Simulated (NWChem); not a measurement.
# water (H₂O); SMILES O

All runs: NWChem. Pople sets run with spherical d functions. Each level has its own optimisation. Entropies are gas-phase, rigid-rotor, harmonic values for NWChem's default masses at 298.15 K and 1 bar, so the errors hold that model's part too (torsions, anharmonicity).

Measured entropy at 1 bar: 45.1 cal/(mol K) (CRC Handbook, as tabulated in the package chemicals).

| level | entropy at 1 bar (cal/(mol K)) | computed − measured |
|---|---|---|
| Hartree-Fock/STO-3G | 45.3 | +0.2 |
| Hartree-Fock/3-21G | 45.1 | 0.0 |
| Hartree-Fock/6-31G* | 45.0 | -0.1 |
| B3LYP/6-31G* | 45.1 | 0.0 |
| LDA (Slater exchange, VWN5)/def2-SVP | 45.2 | +0.1 |
| PBE/def2-SVP | 45.2 | +0.1 |
| BLYP/def2-SVP | 45.2 | +0.1 |
| PBE0/def2-SVP | 45.1 | 0.0 |
